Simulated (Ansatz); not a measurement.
Input for Ansatz (development build ahead of 0.2.0):

```yaml
crystal:
  periodic: [false, false, false]
  atoms:
    - { symbol: Mg, position_ang: [0.0, 0.0, 0.0] }
    - { symbol: Al, position_ang: [0.0, 0.0, 7.5928] }
basis:
  gaussian: { orbitals: pcseg-2 }
magnetization:
  spin_polarized: true
  initial_magnetization: 1
hamiltonian:
  xc: { name: wB97X }
```

The input is written out in the form of the current development build from the run's settings.

The run gave:

- Converged: yes
- Total energy: -442.41854 hartree
- Spin squared of the determinant: 0.753
- Stability test: minimum

Caution: charge can spread falsely over distant fragments.
